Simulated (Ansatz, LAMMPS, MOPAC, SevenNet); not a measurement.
# How well does each level of theory give the equilibrium lattice constant a of rock-salt MgO?

Reference value: 4.189 Å (measured, static lattice: zero-point anharmonic expansion removed; as tabulated in Mejia-Rodriguez and Trickey (2018), arXiv:1807.09216).

```tsv
level (code)	value (Å)	error (%)
ionic model catlow1992 (shell model, LAMMPS)	4.242	+1.27
AM1 semi-empirical Hartree-Fock (MOPAC)	4.697	+12.1
SevenNet-0	4.255	+1.58
LDA (Ansatz)	4.160	-0.69
PBE (Ansatz)	4.254	+1.55
PBE-D4 (Ansatz)	4.226	+0.88
PBE0 (Ansatz)	4.202	+0.31
```

Of the ranked levels PBE0 (+0.31 %) comes nearest. Farthest off among them: AM1 semi-empirical Hartree-Fock (MOPAC) (+12.1 %). Of the ranked levels only PBE0 lands within 0.5 %.

AM1 semi-empirical Hartree-Fock (MOPAC): the cell moved over 20 % in volume from its start. AM1 semi-empirical Hartree-Fock (MOPAC): the method was fitted mainly to molecules. AM1 semi-empirical Hartree-Fock (MOPAC): the run uses a supercell at the zone centre in place of a k mesh. Cutoffs and k meshes differ between the levels. Ansatz's density-functional and Hartree–Fock values are scalar-relativistic unless marked +SOC, with PAW data made under PBE.

Empirical potentials (ionic model catlow1992) are fitted to chosen data: where that held the value shown, agreement is built in, and what lay outside the fit can be far off. Machine-learned potentials (SevenNet-0) are trained on DFT data: a solid inside that data is no test of them.

Differences are worked out from the printed values.

Ansatz is an electronic-structure program.
